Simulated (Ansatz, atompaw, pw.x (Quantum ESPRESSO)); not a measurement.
# What a changed setting does to a pw.x run (bcc Pt)

Potential: PAW, atompaw 4.2.0.5, LDA (PW92); core [Kr] 4d10, reference 4f13 5s2 5p6 5d10 6s1 6p0; waves: 5s (bound); 6s (bound); 5p (bound); 6p (bound, empty); 5d (bound); 5d channel at 0.95 Ry; 4f (bound); 4f channel at -2.3 Ry; local part: troulliermartins scheme with l = 4 at 0 Ry, radius 1.70 bohr; core correction: smooth core density matched at 2.10 bohr; augmentation: besselshape compensation charge, radius 2.15 bohr; PAW radius 2.20 bohr; waves and projectors: bloechl.

The reference run (k-mesh 15³, cutoffs 135/900 Ry, Fermi–Dirac 0.01 Ry, mixing_beta 0.4, conv_thr 1e-9, no spin) gives -1.47 GPa at 15.016 Å³/atom, where all-electron LAPW gives -1.65 GPa. This run, with its own iteration cap, changes k-mesh points per axis to 3.

```
&control
  calculation='scf', prefix='x', pseudo_dir='./', outdir='./tmp', tstress=.true., disk_io='none'
/
&system
  ibrav=0, nat=1, ntyp=1, ecutwfc=135, ecutrho=900, nbnd=26,
  occupations='smearing', smearing='fd', degauss=0.01
/
&electrons
  conv_thr=1e-09, mixing_beta=0.4, electron_maxstep=60
/
ATOMIC_SPECIES
Pt 1.0 Pt.UPF
CELL_PARAMETERS angstrom
  -1.55416845 1.55416845 1.55416845
  1.55416845 -1.55416845 1.55416845
  1.55416845 1.55416845 -1.55416845
ATOMIC_POSITIONS crystal
Pt 0.0000 0.0000 0.0000
K_POINTS automatic
3 3 3 0 0 0
```

```bash
pw.x < Pt.scf.in > Pt.scf.out
```

Problem. How does the run end?

Solution. It converges in 12 iterations; the free energy moves by +745.6 meV/atom and the pressure by +14.80 GPa.

```
Message from routine setup:
     using ibrav=0 with symmetry is DISCOURAGED, use correct ibrav instead
     lattice parameter (alat)  =       5.0870  a.u.
     unit-cell volume          =     101.3330 (a.u.)^3
     number of electrons       =        32.00
     number of Kohn-Sham states=           26
     kinetic-energy cutoff     =     135.0000  Ry
     charge density cutoff     =     900.0000  Ry
     scf convergence threshold =      1.0E-09
     Exchange-correlation= SLA PW NOGX NOGC
     number of k points=     4  Fermi-Dirac smearing, width (Ry)=  0.0100
     iteration #  1     ecut=   135.00 Ry     beta= 0.40
     total energy              =   -1652.98946738 Ry
     estimated scf accuracy    <       0.05666611 Ry
     iteration #  2     ecut=   135.00 Ry     beta= 0.40
     total energy              =   -1652.99509495 Ry
     estimated scf accuracy    <       0.05244763 Ry
     iteration #  3     ecut=   135.00 Ry     beta= 0.40
     total energy              =   -1652.92889208 Ry
     estimated scf accuracy    <       0.03539400 Ry
     iteration #  4     ecut=   135.00 Ry     beta= 0.40
     total energy              =   -1652.92773928 Ry
     estimated scf accuracy    <       0.00186484 Ry
     iteration #  5     ecut=   135.00 Ry     beta= 0.40
     total energy              =   -1652.92809628 Ry
     estimated scf accuracy    <       0.00094258 Ry
     iteration #  6     ecut=   135.00 Ry     beta= 0.40
     total energy              =   -1652.92763198 Ry
     estimated scf accuracy    <       0.00025429 Ry
     iteration #  7     ecut=   135.00 Ry     beta= 0.40
     total energy              =   -1652.92775024 Ry
     estimated scf accuracy    <       0.00001880 Ry
     iteration #  8     ecut=   135.00 Ry     beta= 0.40
     total energy              =   -1652.92775830 Ry
     estimated scf accuracy    <       0.00000320 Ry
     iteration #  9     ecut=   135.00 Ry     beta= 0.40
     total energy              =   -1652.92775883 Ry
     estimated scf accuracy    <       0.00000020 Ry
     iteration # 10     ecut=   135.00 Ry     beta= 0.40
     total energy              =   -1652.92775891 Ry
     estimated scf accuracy    <       0.00000018 Ry
     iteration # 11     ecut=   135.00 Ry     beta= 0.40
     total energy              =   -1652.92775888 Ry
     estimated scf accuracy    <       0.00000013 Ry
     iteration # 12     ecut=   135.00 Ry     beta= 0.40
     the Fermi energy is    28.0200 ev
!    total energy              =   -1652.92775889 Ry
     estimated scf accuracy    <          9.7E-11 Ry
     smearing contrib. (-TS)   =      -0.01577836 Ry
     The total energy is F=E-TS. E is the sum of the following terms:
     one-electron contribution =    -748.36117286 Ry
     hartree contribution      =     270.76563234 Ry
     xc contribution           =     -61.22992497 Ry
     ewald contribution        =    -634.42884598 Ry
     one-center paw contrib.   =    -479.65766905 Ry
     convergence has been achieved in  12 iterations
          total   stress  (Ry/bohr**3)                   (kbar)     P=      133.27
     Message from routine punch:
     Nothing written, as per user request (disk_io='none')
```

The run took about 17 s on one core of a shared host (AMD EPYC 9R45 96-Core Processor, 96 threads, 376 GiB, load 26).
